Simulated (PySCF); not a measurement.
Compound: phenazine radical anion, C12H8N2 (charge -1 and doublet state).
Numbering: `[cH:1]1[cH:2][cH:3][c:4]2[n:5][c:6]3[cH:7][cH:8][cH:9][cH:10][c:11]3[n:12][c:13]2[cH:14]1` (hydrogens: H15 on C1; H16 on C2; H17 on C3; H18 on C7; H19 on C8; H20 on C9; H21 on C10; H22 on C14)

Structure used (PBE0-D3(BJ)/def2-SVP), in Å, numbered top down from 1:
```xyz
22
C12H8N2 angstrom
C      3.5920   -0.5013   -0.6196
C      3.5740    0.8153   -0.1323
C      2.3661    1.4150    0.2028
C      1.1341    0.7303    0.0665
N     -0.0201    1.3460    0.4025
C     -1.1549    0.6307    0.2452
C     -2.4053    1.2074    0.5758
C     -3.5945    0.5040    0.4281
C     -3.5757   -0.8126   -0.0591
C     -2.3670   -1.4110   -0.3937
C     -1.1356   -0.7254   -0.2571
N      0.0184   -1.3414   -0.5933
C      1.1529   -0.6259   -0.4359
C      2.4024   -1.2038   -0.7670
H      4.5427   -0.9748   -0.8841
H      4.5105    1.3698   -0.0164
H      2.3196    2.4387    0.5843
H     -2.3881    2.2337    0.9527
H     -4.5455    0.9770    0.6923
H     -4.5117   -1.3679   -0.1751
H     -2.3194   -2.4348   -0.7752
H      2.3843   -2.2302   -1.1440
```

The species is phenazine radical anion (`c1ccc2nc3ccccc3nc2c1`) [SMILES of the parent framework; charge -1 and doublet state].

Computed, not measured: PySCF 2.14.0, UKS B3LYP, IGLO-III on C N, pcH-1 on H, non-relativistic, mean-field spin-orbit, GIAO. Whether the extra electron is bound in the gas phase wasn't checked; a finite basis holds it in any case. The geometry's basis has no diffuse functions, a weakness for an anion. Stability of the SCF solution: not tested. No frequencies were computed at this geometry's level, so the symmetric structure isn't shown to be a minimum.

The largest Mulliken spin populations are on N12 (+0.28), N5 (+0.28), C14 (+0.10) and C10 (+0.10).

(1) Find Q in a(H) = Q·ρ(C) for the protons on the planar carbons that carry spin.

Results:

(1) 
```
  H    C    ρ(C)  a(H) (G)  a/ρ (G)
H17   C3  +0.101     -2.51    -24.9
H18   C7  +0.101     -2.51    -24.9
H21  C10  +0.101     -2.51    -24.9
H22  C14  +0.101     -2.52    -24.9
```

These protons share one ρ (within 0.01), so their mean ratio, Q = -24.9 G, is no test of linearity.

Couplings in gauss use g_iso = 2.0033.
